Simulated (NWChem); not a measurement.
# C2H3F (SMILES C=CF): levels of theory compared

Wanted: a comparison of 5 runs (BLYP/def2-TZVP, PBE/def2-TZVP, SVWN5/def2-TZVP, CCSD/def2-TZVP, CCSD(T)/def2-TZVP) of C2H3F. 

Program for the calculation: NWChem 7.3.0.

### Step 1. The system as given

C2H3F has 6 atoms, charge 0, and is taken as a singlet. SMILES: `C=CF`. The coordinates come from a PBE0-D4/def2-TZVP relaxation.

Bond lengths: C1–C2 1.316 Å, C2–F3 1.336 Å, C1–H4 1.082 Å, C1–H5 1.081 Å, C2–H6 1.084 Å. Angles: C1–C2–F3 122.3°, C1–C2–H6 125.7°, F3–C2–H6 112.0°, C2–C1–H4 121.6°, C2–C1–H5 119.2°, H4–C1–H5 119.2°.

### Step 2. Energy and gradient at BLYP/def2-TZVP (run 1)

run.py

```python
from ase import Atoms
from ase.calculators.nwchem import NWChem

system = Atoms(['C', 'C', 'F', 'H', 'H', 'H'], positions=[
    [-0.536200, 0.076400, -0.442800],
    [0.490000, -0.016300, 0.376600],
    [0.966200, -1.192400, 0.795500],
    [-1.043900, -0.803300, -0.816600],
    [-0.880200, 1.054100, -0.749700],
    [1.046100, 0.817400, 0.790700],
])

calc = NWChem(
    label='job',
    theory='dft',
    memory='2200 mb',
    basis='def2-TZVP',
    basispar='spherical bse',
    dft={'xc': 'becke88 lyp', 'mult': '1', 'grid': 'fine', 'convergence': 'energy 1e-08', 'iterations': '100', 'mulliken': None, 'print': 'low'},
)
system.calc = calc

forces = system.get_forces()
print(f"energy = {system.get_potential_energy():.6f} eV")
print("forces (eV/A):")
for s, f in zip(system.symbols, forces):
    print(f"{s:2s} {f[0]:10.5f} {f[1]:10.5f} {f[2]:10.5f}")
```

Run with:

```sh
$ export ASE_NWCHEM_COMMAND="nwchem PREFIX.nwi > PREFIX.nwo"
$ python run.py
```

The program printed:

```text
energy = -4839.794573 eV
forces (eV/A):
C    -0.42238    0.07842   -0.33861
C     0.08176    0.70628    0.04181
F     0.42865   -0.96823    0.37379
H    -0.10603   -0.12516   -0.08027
H    -0.08983    0.14969   -0.07662
H     0.10778    0.15905    0.07991
```

The calculator wrote job.nwi:

```
title "job"

permanent_dir job

scratch_dir job

start job

geometry units angstrom nocenter noautosym noautoz
  C  -5.3620000000000001e-01 7.6399999999999996e-02 -4.4280000000000003e-01
  C  4.8999999999999999e-01 -1.6299999999999999e-02 3.7659999999999999e-01
  F  9.6619999999999995e-01 -1.1923999999999999e+00 7.9549999999999998e-01
  H  -1.0439000000000001e+00 -8.0330000000000001e-01 -8.1659999999999999e-01
  H  -8.8019999999999998e-01 1.0541000000000000e+00 -7.4970000000000003e-01
  H  1.0461000000000000e+00 8.1740000000000002e-01 7.9069999999999996e-01
end

memory 2200 mb

basis spherical bse noprint
   * library def2-TZVP
end

dft
  xc becke88 lyp
  mult 1
  grid fine
  convergence energy 1e-08
  iterations 100
  mulliken
  print low
end

task dft gradient
```

job.nwo (excerpt; [...] marks lines left out):

```text
[...]
         Total DFT energy =     -177.859171493658
      One electron energy =     -377.648390461718
           Coulomb energy =      154.370367340905
    Exchange-Corr. energy =      -22.374451102573
 Nuclear repulsion energy =       67.793302729728
[... 18 lines left out ...]
     -------------------------------------------
      Total Density - Lowdin Population Analysis
[...]
                         DFT ENERGY GRADIENTS
    atom               coordinates                        gradient
                 x          y          z           x          y          z
   1 C      -1.013271   0.144375  -0.836771    0.008214  -0.001525   0.006585
   2 C       0.925966  -0.030803   0.711671   -0.001590  -0.013735  -0.000813
   3 F       1.825853  -2.253309   1.503277   -0.008336   0.018829  -0.007269
   4 H      -1.972685  -1.518017  -1.543150    0.002062   0.002434   0.001561
   5 H      -1.663337   1.991960  -1.416728    0.001747  -0.002911   0.001490
   6 H       1.976842   1.544662   1.494206   -0.002096  -0.003093  -0.001554
 Task  times  cpu:       25.5s     wall:       25.5s
 Total times  cpu:       25.5s     wall:       25.5s
```

It took 27 s on 1 thread of Intel Xeon Platinum 8488C (Sapphire Rapids), shared host; peak memory 0.13 GiB.

### Step 3. Energy and forces at PBE/def2-TZVP (run 2)

c2h3f.nw

```
start c2h3f
title "C2H3F gradient"
memory 2200 mb
charge 0

geometry noautosym nocenter noautoz
 C       -0.536200       0.076400      -0.442800
 C        0.490000      -0.016300       0.376600
 F        0.966200      -1.192400       0.795500
 H       -1.043900      -0.803300      -0.816600
 H       -0.880200       1.054100      -0.749700
 H        1.046100       0.817400       0.790700
end

basis "ao basis" spherical bse
 * library def2-TZVP
end

dft
 xc xpbe96 cpbe96
 grid fine
 convergence energy 1e-08
 maxiter 100
 mulliken
 print low
end

task dft gradient
```

Run with:

```sh
$ nwchem c2h3f.nw > c2h3f.out
```

The program printed:

```text
[...]
 d= 0,ls=0.0,diis     1   -177.6384030347 -2.45D+02  8.75D-03  7.53D-01     2.1
[...]
 d= 0,ls=0.0,diis    11   -177.6988933270 -3.04D-09  4.10D-08  2.52D-11    20.2
         Total DFT energy =     -177.698893327038
      One electron energy =     -377.625648109868
           Coulomb energy =      154.332539706108
    Exchange-Corr. energy =      -22.199087653007
 Nuclear repulsion energy =       67.793302729728
[...]
      Total Density - Mulliken Population Analysis
     ---------------------------------------------
    Atom       Charge   Shell Charges
 -----------   ------   -------------------------------------------------------
    1 C    6     6.28   0.85  1.12  0.54  0.62  0.08  1.35  1.22  0.46  0.01  0.02  0.00
    2 C    6     5.92   0.85  1.11  0.56  0.56  0.10  1.28  1.07  0.25  0.03  0.09  0.01
    3 F    9     9.16   0.77  1.20  0.62  0.97  0.35  2.28  2.08  0.87  0.00  0.01  0.00
    4 H    1     0.87   0.27  0.47  0.11  0.02
    5 H    1     0.87   0.27  0.47  0.11  0.02
    6 H    1     0.90   0.28  0.47  0.13  0.02
[...]
                         DFT ENERGY GRADIENTS
    atom               coordinates                        gradient
                 x          y          z           x          y          z
   1 C      -1.013271   0.144375  -0.836771    0.006523  -0.001127   0.005226
   2 C       0.925966  -0.030803   0.711671   -0.002498  -0.005949  -0.001800
   3 F       1.825853  -2.253309   1.503277   -0.005458   0.012073  -0.004749
   4 H      -1.972685  -1.518017  -1.543150    0.002520   0.003746   0.001881
   5 H      -1.663337   1.991960  -1.416728    0.001868  -0.004297   0.001633
   6 H       1.976842   1.544662   1.494206   -0.002956  -0.004445  -0.002192
 Task  times  cpu:       26.7s     wall:       26.7s
 Total times  cpu:       26.7s     wall:       26.7s
```

Run time: 27 s. Hardware: 1 thread of Intel Xeon Platinum 8488C (Sapphire Rapids), shared host; peak memory 0.13 GiB.

Runs 3 to 4 aren't shown in full; the table further down has their settings and results.

### Step 4. A single-point energy at CCSD(T)/def2-TZVP (run 5)

m1.nw

```
start m1
memory 2200 mb
charge 0

geometry units angstroms noautosym nocenter noautoz
C       -0.536200       0.076400      -0.442800
C        0.490000      -0.016300       0.376600
F        0.966200      -1.192400       0.795500
H       -1.043900      -0.803300      -0.816600
H       -0.880200       1.054100      -0.749700
H        1.046100       0.817400       0.790700
end

basis spherical bse
* library def2-TZVP
end

scf
thresh 1e-08
maxiter 80
noprint "final vectors analysis"
end

ccsd
freeze core 3
maxiter 60
end

task ccsd(t) energy
```

Run with:

```sh
$ nwchem m1.nw > m1.out
```

The program printed:

```text
[...]
  functions       =   111
[...]
  wavefunction    = RHF
[...]
         Total SCF energy =   -176.961530625125
      One-electron energy =   -377.455480030912
      Two-electron energy =    132.700646676058
 Nuclear repulsion energy =     67.793302729728
        Time for solution =     22.2s
[...]
 Total MP2 energy:           -177.525750702882476
[...]
             energy      energy      error      ampl     ampl      Block
                                                time     time      time
[...]
 Total CCSD energy:           -177.546741303301417
[...]
 Total CCSD+T(CCSD) energy:           -177.569510911107017
[...]
 Total CCSD(T) energy:                -177.568467286183875
[...]
```

It took 3.5 min on 1 thread of Intel Xeon Platinum 8488C (Sapphire Rapids), shared host; peak memory 0.34 GiB.

### Step 5. Overview of the runs

| run | level | task | integration grid | energy (Eh) | largest force (eV/Å) | wall time |
| --- | --- | --- | --- | --- | --- | --- |
| 1 | BLYP/def2-TZVP | gradient | fine | -177.859171 | 1.123 | 27 s |
| 2 | PBE/def2-TZVP | gradient | fine | -177.698893 | 0.724 | 27 s |
| 3 | SVWN5/def2-TZVP | gradient | fine | -176.533717 | 0.410 | 22 s |
| 4 | CCSD/def2-TZVP | energy | – | -177.546741 | – | 2.9 min |
| 5 | CCSD(T)/def2-TZVP | energy | – | -177.568467 | – | 3.5 min |

### Step 6. Summary of results

| quantity | value |
| --- | --- |
| run 5: total energy | -177.56847 Eh |
| run 5: correlation energy (3 core orbitals frozen) | -606.9 mEh |
| run 5: (T) correction | -21.73 mEh |

What this shows: Totals of different functionals can't be ranked against each other. All runs together took 7.7 min, the longest 3.5 min.
